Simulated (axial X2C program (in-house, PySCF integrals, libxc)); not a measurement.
# Outer orbitals of PS at 1.904 Å, HF

All values were computed with an in-house relativistic program for diatomic molecules. Spin-free means the one-electron spin-free X2C Hamiltonian; two-component (2c) means X2C with spin–orbit coupling and atomic mean-field two-electron Coulomb and Gaunt terms, so the difference of the two also holds small scalar two-electron terms. Basis: S dyall-av3z [9s8p3d2f], P dyall-v3z [8s7p2d1f] (cores contracted in-house); Gaussian nuclei, density fitting, unrestricted open shells. Masses: S 31.972 u, P 30.974 u.

The distance is close to the 2c PBE0 minimum; the highest filled and lowest empty levels are listed.

Spin-free orbitals, state M_S = 1/2, Λ = 1 (beyond evenly filled blocks: π+α) (Löwdin shares):

```csv
symmetry,occupied,ε (eV),atomic character
σα,yes,-27.60,"51% S s, 27% P s, 9% P p"
σβ,yes,-27.57,"62% S s, 15% P s, 12% P p"
σα,yes,-19.77,"35% P s, 26% S s, 22% S p"
σβ,yes,-17.83,"39% P s, 35% S p, 16% S s"
π+α,yes,-13.08,"51% S p, 43% P p, 3% S d"
σα,yes,-12.70,"42% S p, 38% P p, 8% P s"
σβ,yes,-12.16,"43% P p, 34% S p, 14% P s"
π+β,yes,-11.70,"79% S p, 14% P p, 5% P d"
π-β,yes,-11.70,"79% S p, 14% P p, 5% P d"
π-α,yes,-11.28,"52% P p, 38% S p, 6% S d"
π+α,yes,-8.40,"41% S p, 39% P p, 9% S d"
π-α,no,-0.39,"50% S p, 28% P p, 10% P d"
π+β,no,0.82,"63% P p, 16% S d, 14% S p"
π-β,no,0.82,"63% P p, 16% S d, 14% S p"
σα,no,2.01,"71% S p, 23% S s"
```

Spinors with spin–orbit coupling (state Ω = 1/2):

| ω | occupied | ε (eV) | atomic character | λ mixture |
| --- | --- | --- | --- | --- |
| -1/2 | yes | -27.59 | 51% S s, 27% P s, 9% P p | 100% σ |
| 1/2 | yes | -27.56 | 62% S s, 15% P s, 12% P p | 100% σ |
| -1/2 | yes | -19.77 | 35% P s, 26% S s, 22% S p | 100% σ |
| 1/2 | yes | -17.83 | 39% P s, 35% S p, 16% S s | 100% σ |
| 1/2 | yes | -13.10 | 51% S p, 43% P p, 3% S d | 100% π |
| -1/2 | yes | -12.70 | 42% S p, 38% P p, 8% P s | 100% σ |
| 1/2 | yes | -12.15 | 43% P p, 34% S p, 14% P s | 100% σ |
| -1/2 | yes | -11.73 | 79% S p, 14% P p, 5% P d | 100% π |
| 3/2 | yes | -11.67 | 79% S p, 14% P p, 5% P d | 100% π |
| -3/2 | yes | -11.26 | 52% P p, 38% S p, 6% S d | 100% π |
| 1/2 | yes | -8.42 | 41% S p, 39% P p, 9% S d | 100% π |
| -3/2 | no | -0.37 | 50% S p, 28% P p, 10% P d | 100% π |
| -1/2 | no | 0.81 | 63% P p, 16% S d, 14% S p | 100% π |
| 3/2 | no | 0.84 | 63% P p, 16% S d, 14% S p | 100% π |
| -1/2 | no | 2.01 | 73% S p, 21% S s | 100% σ |

Task: How does the gap between the highest filled and lowest empty level change from the spin-free to the 2c table?

Result: From 8.01 to 8.05 eV at HF, a change of 0.04 eV.

Mulliken charges and populations of the two-component result (they depend on the basis, above all on diffuse functions):

S -0.13 e (s 5.88 p 10.14 d 0.10 f 0.01), P 0.13 e (s 5.85 p 8.85 d 0.16 f 0.02). ⟨Lz⟩ = 1.00 ħ and ⟨Sz⟩ = -0.50 ħ (0.21 and -0.71 on the two atoms), which add up to Ω.

Occupations by symmetry block were frozen at the best pattern of an incomplete PBE0 search. The determinant is spin-polarised beyond a pure state at some levels (its spin-free form has ⟨S²⟩ too high), which makes Re and μ there less reliable.
